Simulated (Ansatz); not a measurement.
# C2H5O: the cost of one run

Computed with the Python package of Ansatz 0.2.0. Level of theory: CAM-B3LYP/cc-pVDZ.

## Step 1: The system

Bond lengths: C1–O2 1.288 Å, O2–C3 1.416 Å, C1–H4 1.030 Å, C1–H5 1.124 Å, C3–H6 1.102 Å, C3–H7 1.150 Å, C3–H8 1.038 Å. Angles: C1–O2–C3 110.7°, O2–C1–H4 122.4°, O2–C1–H5 115.9°, H4–C1–H5 121.8°, O2–C3–H6 110.4°, O2–C3–H7 106.4°, O2–C3–H8 112.2°, H6–C3–H7 106.0°, H6–C3–H8 113.9°, H7–C3–H8 107.4°.

The script holds or builds the structure itself.

## Step 2: Script

The input, bend.py:

```python
"""Bending curve of C2H5O."""

import warnings

import ansatz as az
from ase import Atoms

warnings.simplefilter("ignore", az.DeckWarning)

atoms = Atoms(["C", "O", "C", "H", "H", "H", "H", "H"], positions=[
    (-0.5351, 0.9319, -0.6426),
    (0.5953, 0.3445, -0.4537),
    (0.454, -0.7364, 0.4499),
    (-1.3931, 0.6488, -0.1473),
    (-0.5248, 1.7955, -1.362),
    (0.1582, -0.3681, 1.4457),
    (1.5018, -1.1913, 0.5785),
    (-0.1641, -1.482, 0.0757),
])

# relax first, so that the scan starts from a minimum
first = (
    az.Crystal.molecule_from_ase(atoms).calculation()
    .basis(gaussian="cc-pVDZ")
    .functional("cam_b3lyp")
    .spin("collinear", total=1)
    .relax(force_tolerance=0.02, max_steps=80)
)
atoms.positions = first.run().report["positions_ang"]

rows = []
for angle in [90, 100, 110, 120, 135, 150, 165, 179]:
    bent = atoms.copy()
    bent.set_angle(0, 1, 2, angle, indices=[2, 5, 6, 7])
    setup = (
        az.Crystal.molecule_from_ase(bent).calculation()
        .basis(gaussian="cc-pVDZ")
        .functional("cam_b3lyp")
        .spin("collinear", total=1)
    )
    rows.append((angle, setup.run().report["free_energy_ev"]))
floor = min(e for _, e in rows)
for angle, e in rows:
    print(f"angle C0-O1-C2 = {angle:3d} deg   {1000 * (e - floor):9.1f} meV")
```

## Step 3: The input behind the calls

The package turns the script's settings into the engine's input (first run):

```yaml
crystal:
  periodic: [false, false, false]
  atoms:
    - { symbol: C, position_ang: [-0.5351, 0.9319, -0.6426] }
    - { symbol: O, position_ang: [0.5953, 0.3445, -0.4537] }
    - { symbol: C, position_ang: [0.454, -0.7364, 0.4499] }
    - { symbol: H, position_ang: [-1.3931, 0.6488, -0.1473] }
    - { symbol: H, position_ang: [-0.5248, 1.7955, -1.362] }
    - { symbol: H, position_ang: [0.1582, -0.3681, 1.4457] }
    - { symbol: H, position_ang: [1.5018, -1.1913, 0.5785] }
    - { symbol: H, position_ang: [-0.1641, -1.482, 0.0757] }
basis:
  gaussian:
    orbitals: cc-pVDZ
hamiltonian:
  xc: cam_b3lyp
magnetization:
  spin_polarized: true
  initial_magnetization: 1.0
relax:
  f_tol: 0.02
  max_steps: 80
```

## Step 4: The run

Started as:

```
> python bend.py
```

**Question.** How long does this script take on 1 thread of Arm Neoverse V1, shared host, and how much memory does it need?

About 51 s, with a peak of 0.23 GiB.
